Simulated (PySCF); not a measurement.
# Löwdin shares of the frontier orbitals

C₃H₅F.
Geometry (GFN2-xTB, Å), atoms numbered from 1 in this order:
```
atom  x, y, z in Å
C1     1.299    0.332    0.343
C2     0.342   -0.069   -0.471
C3    -1.096   -0.222   -0.088
F4    -1.327    0.111    1.222
H5     1.094    0.584    1.369
H6     2.320    0.424    0.015
H7     0.539   -0.325   -1.503
H8    -1.733    0.432   -0.699
H9    -1.425   -1.262   -0.214
```

Theory: TDDFT wB97X-D/def2-SVPD, vertical, gas phase, core orbitals frozen in the response (PySCF 2.14.0, density-fitted response routines).

Frontier orbitals with the atoms that hold most of them (Löwdin shares over 4%, at most four atoms; ? is withheld):

```json
{"orbital": "LUMO+2", "ε (eV)": "3.10", "atoms": "C1 24%, H5 14%, H6 12%, H7 11%"}
{"orbital": "LUMO+1", "ε (eV)": "2.49", "atoms": "C3 26%, C2 19%, C1 17%, H8 8%"}
{"orbital": "LUMO", "ε (eV)": "2.00", "atoms": "?"}
{"orbital": "HOMO", "ε (eV)": "?", "atoms": "C1 38%, C2 36%, C3 9%"}
{"orbital": "HOMO-1", "ε (eV)": "-11.69", "atoms": "?"}
{"orbital": "HOMO-2", "ε (eV)": "-12.22", "atoms": "F4 56%, C3 19%, H8 8%, H9 8%"}
{"orbital": "HOMO-3", "ε (eV)": "-12.87", "atoms": "F4 27%, C1 27%, H5 14%, C2 14%"}
```

Q: Which atoms hold the LUMO, and with what shares?

A: C1 (bonded to C and 2 H) 36%; C2 (bonded to 2 C and H) 35%; H6 (bonded to C) 6%; H5 (bonded to C) 6%. By element: carbon 70% or more, hydrogen 13% or more.

Q: Give the leading atoms of the HOMO-1.

A: F4 (bonded to C) 28%; C2 (bonded to 2 C and H) 21%; C3 (bonded to C, F and 2 H) 19%; C1 (bonded to C and 2 H) 11%. By element: carbon 50%, fluorine 28%.

Q: What is the HOMO energy, and the HOMO–LUMO gap?

A: ε(HOMO) = -9.65 eV; the gap is 11.65 eV (0.4281 hartree).

Q: How does S1 compare with the orbital gap of 11.65 eV?

A: S1 is at 7.64 eV (f = 0.032), 4.01 eV below the gap, made of HOMO→LUMO+1 (90%). Its leading pair isn't HOMO and LUMO; the energies of that pair differ by 12.13 eV. 

Q: Give energy, strength and leading configuration of S1, S2, S3 and S8, and follow the Löwdin shares of the leading atoms from the occupied to the empty orbital.

A: 
- S1 (7.64 eV, f 0.032), HOMO→LUMO+1 (90%): C1 38% → 17%, C2 36% → 19%, C3 9% → 26%
- S2 (7.72 eV, f 0.432), HOMO→LUMO (96%): C1 38% → 36%, C2 36% → 35%
- S3 (8.29 eV, f 0.0010), HOMO-1→LUMO (87%): F4 28% → at most 7%, C2 21% → 35%, C1 11% → 36%
- S8 (9.67 eV, f 0.015), HOMO-1→LUMO+1 (85%): F4 28% → at most 9%, C2 21% → 19%, C3 19% → 26%

Hardware: x86-64 server, one thread, shared host. Cost: 5.0 s.

One conformer stands for the species.
